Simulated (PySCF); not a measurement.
NH4 (charge +1).
Numbering: `[NH4+:1]` (hydrogens: H2, H3, H4, H5 on N1)

Geometry (PBE0-D3(BJ)/def2-SVP, Å), atoms numbered from 1 in this order:
```
atom  x, y, z in Å
N1    -0.0065    0.0013   -0.0011
H2     0.8987   -0.4892    0.0139
H3     0.1088    0.9208   -0.4501
H4    -0.3432    0.1302    0.9634
H5    -0.6904   -0.5563   -0.5317
```

Level of theory: PySCF, PBE0-D3(BJ)/def2-SVP geometry optimisation, gas phase.

Take the most abundant isotopes and a rigid rotor. 

Q: Give the principal moments of inertia and the rotational constants in cm⁻¹.

A: Ia = 2.85, Ib = 2.85, Ic = 2.85 u·Å²; 505379 MHz·u·Å²/I gives 177377, 177366 and 177362 MHz, that is A = 5.91666, B = 5.91631, C = 5.91617 cm⁻¹.

Q: Classify the top.

A: A spherical top, as the point group Td requires three equal moments; the computed ones differ by 0.01 % because the geometry is symmetric only within the optimiser's tolerance.

The point group Td allows no dipole (computed: 0.00 D (about the centre of mass, as the species is charged)), so a rigid rotor has no electric-dipole lines.

Q: Estimate the classical rotational partition function at 298.15 K and 500 K.

A: Point group Td, symmetry number σ = 12; q = (√π/σ)·√((kT/h)³/(ABC)), k/h = 20836.6 MHz/K: 30.6 at 298.15 K, 66.5 at 500 K.

Not checked by PBE0-D3(BJ)/def2-SVP frequencies. These are rigid-rotor constants of the computed structure; measured ground-state constants (B0) also hold zero-point vibration.
